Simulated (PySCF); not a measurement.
# SO₂²⁺: fields on a plane

Method: r2SCAN in PySCF with S def2-TZVP, O def2-TZVP; no relativity; density-fitted integrals.

The singlet minimum has S–O 1.408 Å (×2); O–S–O 180.0°.

The plane holds S1 at (0.00, 0.00), O2 at (1.41, 0.00), O3 at (-1.41, 0.00) Å. Columns run from x = -3.45 to 3.75 Å, rows from y = 2.25 (top) to -1.95 Å, in steps of 0.3 Å. Other isomers or separated fragments may lie lower.

Task: Give the electron density (e/Å³) (cut at 5 e/Å³). Every second row and column.

Result: 
```
0.00 0.00 0.00 0.00 0.00 0.00 0.00 0.00 0.00 0.00 0.00 0.00 0.00
0.00 0.00 0.00 0.00 0.01 0.01 0.01 0.01 0.01 0.00 0.00 0.00 0.00
0.00 0.00 0.02 0.12 0.17 0.20 0.23 0.17 0.16 0.06 0.01 0.00 0.00
0.00 0.01 0.20 2.69 2.29 1.35 1.97 1.46 3.63 0.90 0.04 0.00 0.00
0.00 0.01 0.35 5.00 4.46 2.39 5.00 2.33 5.00 1.93 0.06 0.00 0.00
0.00 0.00 0.07 0.59 0.68 0.64 0.68 0.58 0.80 0.25 0.02 0.00 0.00
0.00 0.00 0.01 0.02 0.04 0.05 0.06 0.04 0.03 0.01 0.00 0.00 0.00
0.00 0.00 0.00 0.00 0.00 0.00 0.00 0.00 0.00 0.00 0.00 0.00 0.00
```

Task: Give the electron localisation function (set to 0 where the density is under 0.005 e/Å³). Lower edges of the bins: '_' 0.000, '.' 0.089, ':' 0.178, '-' 0.266, '=' 0.355, '+' 0.444, '*' 0.533, '#' 0.622, '%' 0.710, '@' 0.799; top 0.89, each point printed twice.

Result: 
```
__________________________________________________
__________________________________________________
______________________....________________________
__________..::::..::--------::..::::..____________
________::++**++++++********++++++**++::__________
______::++%%@@@@####%%****%%####@@@@%%++::________
______==%%@@@@@@%%%%==____==%%%%@@@@@@%%==________
____..++%%@@----**%%__@@@@__%%**----@@%%++..______
____..++%%@@----**%%__@@@@__%%**----@@%%++..______
______==%%@@@@@@%%%%==____==%%%%@@@@@@%%==________
______::++%%@@@@####%%****%%####@@@@%%++::________
________::++**++++++********++++++**++::__________
__________..::::..::--------::..::::..____________
______________________....________________________
__________________________________________________
```
